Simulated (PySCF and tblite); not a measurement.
Values are calculated unless marked as measured or tabulated.
C₂H₃O (charge +1), numbered as in [CH3:1][C:2]#[O+:3].

Classical Langevin dynamics with GFN2-xTB (tblite), gas phase: time step 1.5 fs, H mass 2 u, friction 0.005 fs⁻¹, 400 steps to settle and 8000 to sample, one trajectory a temperature from the lowest conformer.

GIAO shieldings at B97-D/pcSseg-1 (PySCF) on 20 frames a temperature; like atoms are averaged, and of two unlike H on one atom a is the less shielded at the minimum.

Task: How far do thermal motions move the shieldings from their values at the minimum?

Result: 
| signal | σ at minimum (ppm) | Δσ, 400 K |
| --- | --- | --- |
| C1 | 186.5 | -2.7 ± 1.0 |
| C2 | 30.3 | -0.3 ± 0.9 |
| O3 | -12.0 | -3.4 ± 2.5 |
| H1 | 27.54 | -0.34 ± 0.13 |

Errors are standard errors over frames. Zero-point motion is missing, and a reference compound would move too.

Task: What do the single frames at 400 K give for H1?

Result: 
| t (fs) | V above the minimum, tight binding (kcal/mol) | E above it, DFT (kcal/mol) | torsions (°) | σ (ppm) |
| --- | --- | --- | --- | --- |
| 900 | 6.5 | 8.5 | none | 28.01 |
| 1500 | 2.0 | 3.4 | none | 28.11 |
| 2100 | 5.9 | 6.5 | none | 26.16 |
| 2700 | 7.3 | 8.0 | none | 27.29 |
| 3300 | 13.8 | 14.9 | none | 26.18 |
| 3900 | 5.5 | 3.6 | none | 26.94 |
| 4500 | 2.8 | 1.3 | none | 27.02 |
| 5100 | 3.7 | 4.2 | none | 27.66 |
| 5700 | 4.2 | 5.1 | none | 27.80 |
| 6300 | 2.4 | 3.3 | none | 27.53 |
| 6900 | 3.5 | 4.0 | none | 26.70 |
| 7500 | 2.9 | 1.2 | none | 27.18 |
| 8100 | 7.5 | 6.1 | none | 28.27 |
| 8700 | 8.0 | 7.4 | none | 26.82 |
| 9300 | 3.8 | 5.1 | none | 27.04 |
| 9900 | 3.7 | 1.9 | none | 27.27 |
| 10500 | 3.6 | 2.1 | none | 27.00 |
| 11100 | 4.6 | 2.7 | none | 27.14 |
| 11700 | 3.4 | 3.6 | none | 27.42 |
| 12300 | 5.5 | 3.0 | none | 26.42 |

Changes within two standard errors are not significant.
